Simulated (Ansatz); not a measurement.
**SiB₂H₆ (SMILES B[SiH2]B): one structure at several levels**

Aim: energy, forces and dipole at a structure displaced at random from a GFN2-xTB minimum, from CCSD(T) and from density functionals.

Method: single points in def2-TZVPP; program: Ansatz 0.2.0, Gaussian basis.

Cores are frozen in the correlated methods.

### 1 Starting geometry

SMILES `B[SiH2]B`, 9 atoms, charge 0, spin multiplicity 1.

Atoms are counted from 1 here; the program's logs count them from 0.

Bond lengths: B1–Si2 1.978 Å, B1–H4 1.289 Å, B1–H5 1.121 Å, Si2–B3 2.010 Å, Si2–H6 1.366 Å, Si2–H7 1.628 Å, B3–H8 1.260 Å, B3–H9 1.073 Å. Angles: Si2–B1–H4 130.1°, Si2–B1–H5 124.3°, H4–B1–H5 104.2°, B1–Si2–B3 105.8°, B1–Si2–H6 103.0°, B1–Si2–H7 104.8°, B3–Si2–H6 119.3°, B3–Si2–H7 112.2°, H6–Si2–H7 110.2°, Si2–B3–H8 120.5°, Si2–B3–H9 114.5°, H8–B3–H9 124.5°.

Coordinates:

```xyz
9

B    -0.9461    0.5508   -1.1969
Si    0.6529    0.4872   -0.0340
B     0.3456   -1.0404    1.2349
H    -1.2782   -0.1960   -2.1935
H    -1.8849    1.1119   -0.9496
H     0.7269    1.7602    0.4569
H     1.8942    0.2043   -1.0492
H     0.6775   -2.2134    0.9160
H    -0.2188   -0.7853    2.1111
```

### 2 CCSD(T)/def2-TZVPP

Input file run/in.yaml:

```yaml
crystal:
  periodic: [false, false, false]
  atoms:
    - {symbol: B, position_ang: [-0.946100, 0.550800, -1.196900]}
    - {symbol: Si, position_ang: [0.652900, 0.487200, -0.034000]}
    - {symbol: B, position_ang: [0.345600, -1.040400, 1.234900]}
    - {symbol: H, position_ang: [-1.278200, -0.196000, -2.193500]}
    - {symbol: H, position_ang: [-1.884900, 1.111900, -0.949600]}
    - {symbol: H, position_ang: [0.726900, 1.760200, 0.456900]}
    - {symbol: H, position_ang: [1.894200, 0.204300, -1.049200]}
    - {symbol: H, position_ang: [0.677500, -2.213400, 0.916000]}
    - {symbol: H, position_ang: [-0.218800, -0.785300, 2.111100]}
basis:
  gaussian: {orbitals: def2-TZVPP}
correlation: {method: ccsd_t}
output: {forces: true}
```

No record of the launch command was kept for these runs.

### 3 PBE0-D4/def2-TZVPP

Edit run/in.yaml of step 2 so:

```diff
@@ -14,3 +14,3 @@
   gaussian: {orbitals: def2-TZVPP}
-correlation: {method: ccsd_t}
-output: {forces: true}
+hamiltonian: {xc: pbe0, dispersion: d4}
+output: {forces: true, orbitals: {seedname: orbitals}}
```

### 4 wB97M-V/def2-TZVPP

Edit run/in.yaml of step 3 so:

```diff
@@ -14,3 +14,3 @@
   gaussian: {orbitals: def2-TZVPP}
-hamiltonian: {xc: pbe0, dispersion: d4}
-output: {forces: true, orbitals: {seedname: orbitals}}
+hamiltonian: {xc: {name: wB97M-V}}
+output: {forces: true}
```

### 5 r2SCAN-D4/def2-TZVPP

Edit run/in.yaml of step 4 so:

```diff
@@ -14,3 +14,3 @@
   gaussian: {orbitals: def2-TZVPP}
-hamiltonian: {xc: {name: wB97M-V}}
+hamiltonian: {xc: r2scan, dispersion: d4}
 output: {forces: true}
```

### 6 PBE-D4/def2-TZVPP

Edit run/in.yaml of step 5 so:

```diff
@@ -14,3 +14,3 @@
   gaussian: {orbitals: def2-TZVPP}
-hamiltonian: {xc: r2scan, dispersion: d4}
+hamiltonian: {xc: pbe, dispersion: d4}
 output: {forces: true}
```

### 7 B97M-V/def2-TZVPP

Edit run/in.yaml of step 6 so:

```diff
@@ -14,3 +14,3 @@
   gaussian: {orbitals: def2-TZVPP}
-hamiltonian: {xc: pbe, dispersion: d4}
+hamiltonian: {xc: {name: B97M-V}}
 output: {forces: true}
```

### 8 BLYP-D4/def2-TZVPP

Edit run/in.yaml of step 7 so:

```diff
@@ -14,3 +14,3 @@
   gaussian: {orbitals: def2-TZVPP}
-hamiltonian: {xc: {name: B97M-V}}
+hamiltonian: {xc: {name: BLYP}, dispersion: d4}
 output: {forces: true}
```

(Steps that only read results are left out.)

What does the calculation give? Wanted: energy less free atoms, CCSD(T)/def2-TZVPP; RMS force component; RMS force error; HOMO and LUMO, PBE0-D4; T1 diagnostic.

**Answer**, as computed:

| quantity | value |
| --- | --- |
| energy less free atoms, CCSD(T)/def2-TZVPP | -26.757 eV |
| RMS force component | 1.708 to 1.788 eV/Å over the methods |
| RMS force error | PBE0-D4 0.074, wB97M-V 0.072, r2SCAN-D4 0.077, PBE-D4 0.150, B97M-V 0.124, BLYP-D4 0.094 eV/Å |
| HOMO and LUMO, PBE0-D4 | -8.21 and -3.07 eV |
| T1 diagnostic | 0.016 |

In words: Against CCSD(T) the functionals' energies less atoms differ by -1.094 to -0.597 eV, PBE-D4 by -0.724 eV. The reference is not at the basis limit: in triple zeta CCSD(T) underbinds, which counts against methods that bind more; the gaps are no ranking. For forces wB97M-V does best and PBE-D4 worst. Frozen-core CCSD(T) forces in triple zeta carry basis errors of their own, and this is one geometry, so small gaps rank nothing.
